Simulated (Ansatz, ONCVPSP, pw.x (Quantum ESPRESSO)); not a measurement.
pw.x on fcc Rb: one setting changed

Potential: optimised norm-conserving Vanderbilt (ONCV), ONCVPSP 4.0.1.1 (patched build), PBEsol; core [Ar] 3d10, reference 4s2 4p6 5s0.5 5p0.5; waves: 4s+5s: rc 2.05 bohr, ncon 4, nbas 9, qcut 7 1/bohr, 2 projectors; 4p+5p: rc 3.25 bohr, ncon 5, nbas 8, qcut 4.3 1/bohr, 2 projectors; d scattering state at 0.1 Ha: rc 3.05 bohr, ncon 3, nbas 7, qcut 3.5 1/bohr, 2 projectors, debl 2.9 Ha; local part: polynomial inside 1.30 bohr (lpopt 5, dvloc0 3 Ha); core correction: none.

The reference run (k-mesh 8³, cutoffs 40/160 Ry, Fermi–Dirac 0.01 Ry, mixing_beta 0.4, conv_thr 1e-9, no spin) gives -0.01 GPa at 87.199 Å³/atom, where all-electron LAPW gives -0.00 GPa. This run, with its own iteration cap, changes k-mesh points per axis to 6.

```
&control
  calculation='scf', prefix='x', pseudo_dir='./', outdir='./tmp', tstress=.true., disk_io='none'
/
&system
  ibrav=0, nat=1, ntyp=1, ecutwfc=40, ecutrho=160, nbnd=12,
  occupations='smearing', smearing='fd', degauss=0.01
/
&electrons
  conv_thr=1e-09, mixing_beta=0.4, electron_maxstep=60
/
ATOMIC_SPECIES
Rb 1.0 Rb.UPF
CELL_PARAMETERS angstrom
  0.00000000 3.51960427 3.51960427
  3.51960427 0.00000000 3.51960427
  3.51960427 3.51960427 0.00000000
ATOMIC_POSITIONS crystal
Rb 0.0000 0.0000 0.0000
K_POINTS automatic
6 6 6 0 0 0
```

```bash
pw.x < Rb.scf.in > Rb.scf.out
```

Task: How does the run end?

Result: It converges in 8 iterations; the free energy moves by +4.2 meV/atom and the pressure by +0.01 GPa.

```
Message from routine setup:
     using ibrav=0 with symmetry is DISCOURAGED, use correct ibrav instead
     lattice parameter (alat)  =       9.4061  a.u.
     unit-cell volume          =     588.4480 (a.u.)^3
     number of electrons       =         9.00
     number of Kohn-Sham states=           12
     kinetic-energy cutoff     =      40.0000  Ry
     charge density cutoff     =     160.0000  Ry
     scf convergence threshold =      1.0E-09
     Exchange-correlation= PBESOL
     number of k points=    16  Fermi-Dirac smearing, width (Ry)=  0.0100
     iteration #  1     ecut=    40.00 Ry     beta= 0.40
     total energy              =     -48.38780387 Ry
     estimated scf accuracy    <       0.00928986 Ry
     iteration #  2     ecut=    40.00 Ry     beta= 0.40
     total energy              =     -48.38775599 Ry
     estimated scf accuracy    <       0.00133267 Ry
     iteration #  3     ecut=    40.00 Ry     beta= 0.40
     total energy              =     -48.38796540 Ry
     estimated scf accuracy    <       0.00008259 Ry
     iteration #  4     ecut=    40.00 Ry     beta= 0.40
     total energy              =     -48.38796876 Ry
     estimated scf accuracy    <       0.00000083 Ry
     iteration #  5     ecut=    40.00 Ry     beta= 0.40
     total energy              =     -48.38796889 Ry
     estimated scf accuracy    <       0.00000011 Ry
     iteration #  6     ecut=    40.00 Ry     beta= 0.40
     total energy              =     -48.38796889 Ry
     estimated scf accuracy    <       0.00000004 Ry
     iteration #  7     ecut=    40.00 Ry     beta= 0.40
     total energy              =     -48.38796890 Ry
     estimated scf accuracy    <          1.1E-09 Ry
     iteration #  8     ecut=    40.00 Ry     beta= 0.40
     the Fermi energy is     2.0552 ev
!    total energy              =     -48.38796890 Ry
     estimated scf accuracy    <          1.2E-11 Ry
     smearing contrib. (-TS)   =      -0.00446840 Ry
     The total energy is F=E-TS. E is the sum of the following terms:
     one-electron contribution =     -27.27193939 Ry
     hartree contribution      =      14.05577594 Ry
     xc contribution           =      -7.24906101 Ry
     ewald contribution        =     -27.91827604 Ry
     convergence has been achieved in   8 iterations
          total   stress  (Ry/bohr**3)                   (kbar)     P=        0.01
     Message from routine punch:
     Nothing written, as per user request (disk_io='none')
```

The run took about 13 s on one core of a shared host (Neoverse-N1, 64 threads, 124 GiB, load 58).
